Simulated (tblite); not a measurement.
Compound: C5H12S (charge +1 and doublet state).
Atom-mapped SMILES: `[CH3:1][CH2:2][CH2:3][C@H:4]([CH3:5])[SH+:6]` (hydrogens: H7, H8, H9 on C1; H10, H11 on C2; H12, H13 on C3; H14 on C4; H15, H16, H17 on C5; H18 on S6)

Computed with GFN2-xTB (tblite), gas phase: L-BFGS steps from a force-field or distance-geometry start until the largest atomic force falls under 0.01 eV/Å.

Step 29: E = -533.0947 eV
```
atom  x, y, z in Å  |  force x, y, z in eV/Å
C1      2.5791   -0.0863   -0.4282   -0.027  -0.005   0.030
C2      1.3261   -0.1652    0.3967   -0.063  -0.045  -0.034
C3      0.0374   -0.3335   -0.4024   -0.053   0.055   0.007
C4     -1.1527   -0.1230    0.5295    0.076   0.117   0.050
C5     -2.4948   -0.1943   -0.1862    0.044   0.067   0.050
S6     -0.9480    1.5101    1.3965    0.002  -0.252  -0.138
H7      3.4637   -0.0721    0.2026    0.023   0.044   0.032
H8      2.5823    0.7830   -1.0861   -0.033  -0.054  -0.006
H9      2.6680   -0.9692   -1.0694   -0.023   0.028  -0.011
H10     1.1790    0.7779    0.9905    0.072  -0.092  -0.044
H11     1.3980   -0.9673    1.1383    0.105   0.093   0.062
H12    -0.0093    0.3771   -1.2309    0.015   0.030   0.023
H13    -0.0061   -1.3352   -0.8437    0.007   0.070   0.088
H14    -1.0946   -0.8236    1.3681   -0.139  -0.019  -0.085
H15    -3.2892    0.2813    0.3861    0.015  -0.110   0.030
H16    -2.7559   -1.2436   -0.3255   -0.019   0.116  -0.035
H17    -2.4396    0.2891   -1.1610   -0.016  -0.035   0.054
H18    -1.0522    2.3012    0.3131    0.012  -0.009  -0.072
```

Step 30: E = -533.1006 eV
```
atom  x, y, z in Å  |  force x, y, z in eV/Å
C1      2.5758   -0.0826   -0.4254    0.037  -0.012  -0.010
C2      1.3247   -0.1702    0.3983   -0.015  -0.023  -0.041
C3      0.0406   -0.3423   -0.4033   -0.110   0.044   0.025
C4     -1.1476   -0.1239    0.5257   -0.043   0.153   0.089
C5     -2.4931   -0.1826   -0.1847    0.002   0.018   0.022
S6     -0.9335    1.5074    1.3930   -0.013  -0.209  -0.152
H7      3.4623   -0.0538    0.2007    0.035   0.037   0.066
H8      2.5749    0.7780   -1.0941   -0.063  -0.028   0.003
H9      2.6732   -0.9687   -1.0592   -0.019  -0.019  -0.030
H10     1.1732    0.7758    0.9851    0.071  -0.064  -0.006
H11     1.3999   -0.9683    1.1440    0.103   0.100   0.048
H12    -0.0030    0.3616   -1.2370    0.016   0.023   0.010
H13    -0.0093   -1.3485   -0.8295    0.031   0.037   0.031
H14    -1.0977   -0.8273    1.3625   -0.125  -0.013  -0.072
H15    -3.2965    0.2647    0.4011    0.104  -0.085   0.005
H16    -2.7452   -1.2307   -0.3468   -0.022   0.094  -0.048
H17    -2.4474    0.3197   -1.1517   -0.011  -0.028   0.098
H18    -1.0601    2.2980    0.3094    0.023  -0.025  -0.039
```

Step 31: E = -533.1060 eV
```
atom  x, y, z in Å  |  force x, y, z in eV/Å
C1      2.5738   -0.0799   -0.4232    0.081  -0.021  -0.045
C2      1.3232   -0.1750    0.3981    0.044   0.004  -0.031
C3      0.0413   -0.3497   -0.4037   -0.107   0.023   0.034
C4     -1.1441   -0.1221    0.5241   -0.134   0.107   0.073
C5     -2.4912   -0.1721   -0.1828   -0.047  -0.029  -0.021
S6     -0.9211    1.5013    1.3873   -0.024  -0.082  -0.110
H7      3.4614   -0.0365    0.2011    0.021   0.026   0.072
H8      2.5676    0.7730   -1.1011   -0.078  -0.005   0.009
H9      2.6791   -0.9686   -1.0508   -0.007  -0.052  -0.036
H10     1.1696    0.7722    0.9795    0.063  -0.014   0.030
H11     1.4041   -0.9671    1.1492    0.086   0.083   0.035
H12     0.0014    0.3476   -1.2428    0.010   0.018   0.004
H13    -0.0121   -1.3598   -0.8157    0.036  -0.001  -0.023
H14    -1.1037   -0.8299    1.3569   -0.100  -0.015  -0.044
H15    -3.3011    0.2485    0.4148    0.148  -0.045  -0.007
H16    -2.7361   -1.2179   -0.3675   -0.017   0.060  -0.053
H17    -2.4539    0.3466   -1.1417   -0.010  -0.007   0.121
H18    -1.0669    2.2958    0.3063    0.034  -0.051  -0.010
```

Q: Estimate the geometry and energy of step 32. (The exact step hangs on the optimiser's Hessian estimate; all steps are aligned on step 31, rigid shifts and turns removed.)

A: E = -533.1101 eV, largest force 0.146 eV/Å
```
atom  x, y, z in Å  |  force x, y, z in eV/Å
C1      2.5739   -0.0780   -0.4221    0.082  -0.027  -0.058
C2      1.3223   -0.1790    0.3965    0.074   0.025  -0.012
C3      0.0397   -0.3569   -0.4035   -0.053   0.002   0.032
C4     -1.1436   -0.1189    0.5242   -0.145   0.005   0.011
C5     -2.4900   -0.1640   -0.1815   -0.073  -0.054  -0.052
S6     -0.9110    1.4952    1.3810   -0.029   0.058  -0.035
H7      3.4608   -0.0204    0.2037   -0.009   0.014   0.048
H8      2.5596    0.7690   -1.1072   -0.071   0.004   0.010
H9      2.6858   -0.9700   -1.0440    0.011  -0.056  -0.029
H10     1.1669    0.7684    0.9750    0.057   0.030   0.048
H11     1.4093   -0.9647    1.1531    0.067   0.057   0.025
H12     0.0037    0.3334   -1.2488   -0.003   0.011   0.012
H13    -0.0138   -1.3708   -0.8041    0.025  -0.016  -0.050
H14    -1.1106   -0.8312    1.3527   -0.080  -0.018  -0.010
H15    -3.3018    0.2341    0.4275    0.133  -0.010  -0.006
H16    -2.7281   -1.2067   -0.3883   -0.014   0.032  -0.053
H17    -2.4590    0.3718   -1.1307   -0.014   0.014   0.117
H18    -1.0728    2.2952    0.3047    0.040  -0.071   0.001
```

The energy changes by -0.0041 eV. The first-order estimate −F·Δx gives -0.0058 eV and the mean of the old and new forces, exact on a quadratic surface, -0.0041 eV. The step makes an angle of 76° with the force vector and moves no atom by more than 0.028 Å.

The cost below is that of the whole relaxation. On an Arm Neoverse V1 with one thread, shared host with 32 logical CPUs at a one-minute load of 66, this took 0.47 s wall.
